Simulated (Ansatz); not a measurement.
Input file:

```yaml
crystal:
  periodic: [false, false, false]
  atoms:
    - {symbol: Sb, position_ang: [0.002061, -0.013510, -0.000122]}
    - {symbol: H, position_ang: [-0.162813, 0.832242, -1.457331]}
    - {symbol: H, position_ang: [-0.086192, 0.799819, 1.472094]}
basis:
  gaussian: {orbitals: def2-SVP}
total_charge: 1
magnetization: {spin_polarized: false, initial_magnetization: 2}
correlation: {method: fic_mrcisd_q_relaxed, electrons: outside_noble_gas, active_space: {window: {electrons: 4, orbitals: 3}}}
accuracy: high
```

```sh
$ ansatz run in.yaml --threads 1 --pin off --events-out ev --progress --plain --max-ram 2393MiB
```

**Question.** Roughly how long does this take on 1 thread of Intel Xeon 6975P-C, shared host, and how much host memory?

**Answer.** 0.84 s wall and 0.11 GiB.

```
822 factors; integrals over basis functions are off by at most 2.8e-9 eV
mean field evaluation 1: about -6532.1377 eV, gradient 6.7e0 eV
mean field evaluation 2: about -6532.1635 eV, gradient 6.7e0 eV
mean field evaluation 4: about -6532.5558 eV, gradient 4.7e-1 eV
mean field evaluation 8: about -6532.5602 eV, gradient 4.0e-2 eV
mean field evaluation 16: about -6532.5602 eV, gradient 2.6e-8 eV
mean field -6532.56022513 eV, -240.0671603450 hartree, gradient 2.6e-8 eV, S^2 2.000000; 0 other end points of the search recorded, 0 dependent functions left out
reference -6532.56022513 eV, -240.0671603450 hartree; 13, 11 occupied and 23, 25 virtual orbitals, 822 factors
state -6532.56022513 eV, -240.0671603450 hartree
contracted CI cycle   1: correlation 0.00000000 eV, 0.0000000000 hartree, residual 1.07e1 eV
contracted CI cycle   2: correlation -2.22885168 eV, -0.0819087883 hartree, residual 1.98e0 eV
contracted CI cycle   3: correlation -2.32766172 eV, -0.0855399905 hartree, residual 5.64e-1 eV
contracted CI cycle   4: correlation -2.33562329 eV, -0.0858325728 hartree, residual 1.66e-1 eV
contracted CI cycle   5: correlation -2.33629848 eV, -0.0858573856 hartree, residual 4.78e-2 eV
contracted CI cycle   6: correlation -2.33635608 eV, -0.0858595024 hartree, residual 1.54e-2 eV
contracted CI cycle   7: correlation -2.33636154 eV, -0.0858597029 hartree, residual 5.01e-3 eV
contracted CI cycle   8: correlation -2.33636208 eV, -0.0858597227 hartree, residual 1.59e-3 eV
contracted CI cycle   9: correlation -2.33636214 eV, -0.0858597249 hartree, residual 5.23e-4 eV
contracted CI cycle  10: correlation -2.33636214 eV, -0.0858597251 hartree, residual 1.57e-4 eV
contracted CI cycle  11: correlation -2.33636214 eV, -0.0858597252 hartree, residual 4.93e-5 eV
contracted CI cycle  12: correlation -2.33636214 eV, -0.0858597252 hartree, residual 1.55e-5 eV
contracted CI cycle  13: correlation -2.33636214 eV, -0.0858597252 hartree, residual 4.56e-6 eV
contracted CI cycle  14: correlation -2.33636214 eV, -0.0858597252 hartree, residual 1.59e-6 eV
state -6532.56022513 eV, -240.0671603450 hartree; corrected -6535.04680588 eV, -240.1585405022 hartree
WARN: 1 active orbitals are nearly empty or full. The corrections depend on them more than the energy does, and are more stable in an active space without them
Total energy: -6535.04680588 eV, -240.1585405022 hartree
```

Natural occupations: 2.0000 1.0000 1.0000.
